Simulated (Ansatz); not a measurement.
# PF+ (doublet): wave-function methods side by side, cc-pVDZ

Aim: climb from Hartree-Fock through coupled cluster and multireference methods for PF+ (doublet) at one geometry and basis, and see what each rung misses.

Method: cc-pVDZ, core rule «outside noble gas», up to 6 orbitals frozen; program: Ansatz 0.2.0, Gaussian basis.

Plan: UHF; CCSD(T) on ROHF; CCSD(T) on UHF; BCCD(T) on ROHF; CISD; CCSDT(Q) on ROHF; CCSDT(Q) on UHF; CISDTQ; CCSDTQ on ROHF; CCSDTQ on UHF; CASSCF and MRCISD+Q, 11 electrons in 8 orbitals; CASSCF and NEVPT2, 11 electrons in 8 orbitals.

6 further runs of the same task are left out: 6 set aside as unsound or not needed.

## 1. What is computed

The geometry is a PBE0/def2-TZVP stationary point (not a proven minimum) of the parent state, kept for this charge and spin.

2 atoms, charge 1, spin multiplicity 2.

Atoms are counted from 1 here; the program's logs count them from 0.

Bond lengths: F1–P2 1.593 Å.

## 2. UHF

File in.yaml:

```yaml
crystal:
  periodic: [false, false, false]
  atoms:
    - {symbol: F, position_ang: [0.000000, 0.000000, 0.000000]}
    - {symbol: P, position_ang: [0.000000, 0.000000, 1.593400]}
basis:
  gaussian: {orbitals: cc-pVDZ}
total_charge: 1
magnetization: {spin_polarized: true, initial_magnetization: 1}
hamiltonian: {xc: hf}
output: {orbitals: {seedname: orbitals}}
```

Run with:

```
$ ansatz run in.yaml --threads 1 --pin off --events-out ev --progress --plain --max-ram 3968MiB --backend cpu
```

After this run come: CCSD(T) on ROHF; CCSD(T) on UHF; BCCD(T) on ROHF; CISD; CCSDT(Q) on ROHF; CCSDT(Q) on UHF; CISDTQ; CCSDTQ on ROHF; CCSDTQ on UHF; CASSCF and MRCISD+Q, 11 electrons in 8 orbitals; CASSCF and NEVPT2, 11 electrons in 8 orbitals.

**Question.** What will the summary of the whole plan be? Wanted: UCCSDTQ below the RHF energy; RMP2 from UCCSDTQ; UMP2 from UCCSDTQ; RCCSD from UCCSDTQ; RCCSD(T) from UCCSDTQ; UCCSD(T) from UCCSDTQ; RCCSDT(Q) from UCCSDTQ; UCCSDT(Q) from UCCSDTQ; NEVPT2 valence from UCCSDTQ.

As calculated:

| quantity | value |
| --- | --- |
| UCCSDTQ below the RHF energy | -8.1031 eV |
| RMP2 from UCCSDTQ | +66.0 kJ/mol |
| UMP2 from UCCSDTQ | +67.3 kJ/mol |
| RCCSD from UCCSDTQ | +25.4 kJ/mol |
| RCCSD(T) from UCCSDTQ | +4.0 kJ/mol |
| UCCSD(T) from UCCSDTQ | +4.0 kJ/mol |
| RCCSDT(Q) from UCCSDTQ | +0.5 kJ/mol |
| UCCSDT(Q) from UCCSDTQ | -0.5 kJ/mol |
| NEVPT2 valence from UCCSDTQ | +119.2 kJ/mol |
| MRCISD+Q valence from UCCSDTQ | +6.9 kJ/mol |
| levels within 1 kcal/mol (43 meV) | RCCSD(T), UCCSD(T), BCCD(T), RCCSDT, UCCSDT, CISDTQ, RCCSDT(Q), UCCSDT(Q), RCCSDTQ |
| T1 diagnostic | 0.029 |
| effectively unpaired electrons | 1.02 |

**Reading.** RCCSD(T) lands +4.0 kJ/mol from the yardstick (0.5 % of the correlation energy). One determinant dominates. Of the multireference levels listed MRCISD+Q valence comes nearest in total energy (+6.9 kJ/mol), which doesn't show that its space is the better one. These misses are within one basis, not against nature; the frozen cores of restricted and unrestricted runs differ, which can shift their rows.
